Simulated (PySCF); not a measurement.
## AlSi: one state, many levels of theory

State: ⁴Σ⁻ (quartet), unpaired electrons σ ↑, π ↑↑. Set-up: Al jorge-DZP-DKH, Si jorge-DZP-DKH; spin-free X2C with a Gaussian nucleus (PySCF 2.14). De refers to Al + Si in their high-spin ground configurations, without counterpoise correction. The functionals are run spin-unrestricted. A positive dipole means Al(−)Si(+).

```tsv
Level	Re (Å)	ωe (cm⁻¹)	De (eV)	μ (D)	CPU s a point (SCF and correlation, without the integrals)
UHF	2.492	343	1.61	-1.96	0.17
UHF-MP2	2.442	380	2.26	n/a	0.25
UHF-SCS-MP2	2.444	377	2.06	n/a	n/a
UHF-CCSD	2.461	372	2.11	n/a	n/a
UHF-CCSD(T)	2.457	374	2.22	n/a	1.3
PBE	2.445	367	2.72	-1.21	0.78
BP86	2.450	362	2.64	-1.25	0.53
r²SCAN	2.430	380	2.69	-1.41	1.1
B3LYP	2.446	362	2.35	-1.36	0.91
PBE0	2.429	377	2.57	-1.41	1.2
HSE06	2.432	375	2.57	-1.40	1
M06-2X	2.424	381	2.62	-1.41	1.2
```

The bond length runs from 2.424 Å (M06-2X) to 2.492 Å (UHF). De spans 1.61 eV (UHF, mean field) to 2.72 eV (PBE, GGA). Correlation at CCSD(T) changes the Hartree–Fock bond energy by +0.61 eV; the triples alone change it by +0.11 eV.

Correlated steps freeze 10 core orbitals. Correlated levels converge slowly with the basis: in double zeta they bind strong bonds too weakly, by up to about 1 eV, and carry superposition errors of some tenths. The state was picked by a PBE0 search and need not be the measured ground state.

The whole job (state search and all levels along the bond) took about 2.3 min on 1 thread of Intel Xeon Platinum 8259CL @ 2.50GHz (shared host), peak memory 0.58 GiB.
